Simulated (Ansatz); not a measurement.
Relaxation of CH₆Al (8 atoms, charge 0, multiplicity 2), to a largest force component of 0.03 eV/Å in at most 50 steps.

These are results of Ansatz, UKS PBE/def2-mTZVP, not measurements.

```xyz
8
Properties=species:S:1:pos:R:3
Al -0.001 -0.002 -0.424
H -0.089 0.030 2.340
H 1.400 -0.007 -1.238
H -1.365 -0.009 -1.300
C -0.007 0.004 3.444
H -0.539 -0.876 3.827
H 1.052 -0.054 3.725
H -0.451 0.914 3.866
```

Q: Where does it end, and by what steps?

A: The forces met the threshold. The force dipped under the threshold on the way, but the program's further checks kept it going. After 6 steps the energy has fallen by 0.052 eV; Al1 moved furthest, 0.62 Å.

```json
{"step": "0", "energy less start (eV)": "0.0000", "largest force component (eV/Å)": "0.248", "accepted": "yes"}
{"step": "1", "energy less start (eV)": "-0.0335", "largest force component (eV/Å)": "0.138", "accepted": "yes"}
{"step": "2", "energy less start (eV)": "-0.0461", "largest force component (eV/Å)": "0.048", "accepted": "yes"}
{"step": "3", "energy less start (eV)": "-0.0505", "largest force component (eV/Å)": "0.032", "accepted": "yes"}
{"step": "4", "energy less start (eV)": "-0.0520", "largest force component (eV/Å)": "0.026", "accepted": "yes"}
{"step": "5", "energy less start (eV)": "-0.0524", "largest force component (eV/Å)": "0.013", "accepted": "yes"}
{"step": "6", "energy less start (eV)": "-0.0525", "largest force component (eV/Å)": "0.001", "accepted": "yes"}
```

```xyz
8
Properties=species:S:1:pos:R:3
Al -0.016 0.005 -1.039
H -0.025 0.008 2.709
H 1.393 -0.005 -1.835
H -1.378 -0.007 -1.914
C 0.000 0.001 3.806
H -0.551 -0.870 4.179
H 1.041 -0.050 4.148
H -0.465 0.919 4.188
```

Whether the end is a true minimum wasn't checked by a vibrational analysis.

Time of the run: 7.2 s on 1 thread of Intel(R) Xeon(R) 6975P-C (Granite Rapids), with other jobs on the host, peak memory 0.14 GiB.
